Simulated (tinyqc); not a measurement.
Inside a calculation. Method: CCSD on RHF in the sto-3g basis, for H2F+, spin multiplicity 1. One step of it, computed by the program tinyqc.

Problem. CCSD: starting amplitudes. t_ij^ab = <ij||ab> / (e_i + e_j - e_a - e_b), whose energy is MP2.

orbital energies (hartree): MO1 -26.661815, MO2 -2.105028, MO3 -1.220882, MO4 -1.121729, MO5 -1.071006, MO6 0.023444, MO7 0.160094

Two-electron integrals over orbitals (pq|rs), unique and non-zero (hartree):
```
(11|11) 5.361733    (21|11) -0.498376   (21|21) 0.073861    (22|11) 1.198189
(22|21) -0.018059   (22|22) 0.863507    (31|31) 0.017800    (32|31) 0.026342
(32|32) 0.161310    (33|11) 1.005280    (33|21) -0.008058   (33|22) 0.770746
(33|33) 0.754356    (41|11) 0.154890    (41|21) -0.019168   (41|22) 0.016962
(41|33) 0.005783    (41|41) 0.029214    (42|11) -0.099075   (42|21) 0.009466
(42|22) 0.012608    (42|33) -0.006698   (42|41) 0.027794    (42|42) 0.153172
(43|31) -0.004921   (43|32) 0.001872    (43|43) 0.049789    (44|11) 1.154871
(44|21) -0.015218   (44|22) 0.805374    (44|33) 0.721785    (44|41) -0.011953
(44|42) -0.095805   (44|44) 0.896243    (51|51) 0.029624    (52|51) 0.038782
(52|52) 0.179015    (53|53) 0.039313    (54|51) -0.011333   (54|52) -0.040262
(54|54) 0.057217    (55|11) 1.264005    (55|21) -0.013941   (55|22) 0.877614
(55|33) 0.758451    (55|41) 0.004413    (55|42) -0.054322   (55|44) 0.834802
(55|55) 0.997514    (61|11) 0.222296    (61|21) -0.035317   (61|22) 0.002387
(61|33) 0.002179    (61|41) -0.004146   (61|42) -0.020362   (61|44) 0.015765
(61|55) 0.006033    (61|61) 0.024217    (62|11) -0.307603   (62|21) 0.007155
(62|22) -0.155616   (62|33) -0.100011   (62|41) -0.018816   (62|42) -0.038275
(62|44) -0.102092   (62|55) -0.158122   (62|61) 0.005682    (62|62) 0.085619
(63|31) -0.004789   (63|32) 0.019328    (63|43) 0.015189    (63|63) 0.059340
(64|11) -0.267043   (64|21) 0.003341    (64|22) -0.134679   (64|33) -0.085676
(64|41) -0.004416   (64|42) 0.019578    (64|44) -0.149477   (64|55) -0.144052
(64|61) 0.000338    (64|62) 0.061417    (64|64) 0.075153    (65|51) -0.014277
(65|52) -0.054254   (65|54) -0.005627   (65|65) 0.028567    (66|11) 0.741579
(66|21) -0.005682   (66|22) 0.604118    (66|33) 0.573806    (66|41) 0.017936
(66|42) 0.070966    (66|44) 0.554302    (66|55) 0.572045    (66|61) -0.006164
(66|62) -0.066756   (66|64) -0.032542   (66|66) 0.562822    (71|31) -0.017257
(71|32) -0.024281   (71|43) 0.004903    (71|63) 0.004266    (71|71) 0.016755
(72|31) -0.016801   (72|32) -0.057269   (72|43) 0.028620    (72|63) 0.029856
(72|71) 0.015631    (72|72) 0.053477    (73|11) -0.415347   (73|21) 0.008692
(73|22) -0.188977   (73|33) -0.159215   (73|41) 0.001515    (73|42) 0.066249
(73|44) -0.192886   (73|55) -0.220908   (73|61) -0.006096   (73|62) 0.072543
(73|64) 0.085348    (73|66) -0.022389   (73|73) 0.158629    (74|31) 0.008995
(74|32) 0.064111    (74|43) -0.009544   (74|63) 0.038867    (74|71) -0.008659
(74|72) -0.010507   (74|74) 0.053865    (75|53) -0.024980   (75|75) 0.019093
(76|31) 0.010020    (76|32) 0.094229    (76|43) 0.043725    (76|63) 0.070082
(76|71) -0.009478   (76|72) 0.012413    (76|74) 0.062078    (76|76) 0.148730
(77|11) 0.801414    (77|21) -0.007448   (77|22) 0.623460    (77|33) 0.626383
(77|41) 0.004067    (77|42) 0.013385    (77|44) 0.597474    (77|55) 0.606112
(77|61) 0.002295    (77|62) -0.048467   (77|64) -0.027812   (77|66) 0.554039
(77|73) -0.060524   (77|77) 0.591328
```

Give: Starting amplitudes; correlation energy.

Solution.

Starting amplitudes (spin orbitals 1a, 1b, ...; amplitudes related by a flip of all spins are not repeated; the 24 largest):
```
from      to          t
3a 3b  7a 7b     -0.057
3a 4b  6b 7a      0.034
4a 4b  6a 6b     -0.033
3a 3b  6a 6b     -0.024
4a 4b  7a 7b     -0.021
2a 3b  6a 7b     -0.021
2a 2b  6a 6b     -0.020
2a 4b  6a 6b     -0.019
3a 4a  6a 7a      0.018
3a 4b  6a 7b     -0.015
5a 5b  6a 6b     -0.013
2a 3a  6a 7a     -0.012
2a 2b  7a 7b     -0.012
2a 3b  6b 7a      0.009
5a 5b  7a 7b     -0.008
2a 4b  7a 7b   2.96e-03
1a 2b  7a 7b  -5.37e-04
1a 1b  6a 6b  -4.54e-04
1a 3a  6a 7a   3.69e-04
1a 1b  7a 7b  -3.12e-04
1a 4b  7a 7b   3.08e-04
1a 3b  6a 7b   2.17e-04
1a 2b  6a 6b  -1.97e-04
1a 3b  6b 7a   1.52e-04
```

correlation energy = -0.03264 hartree
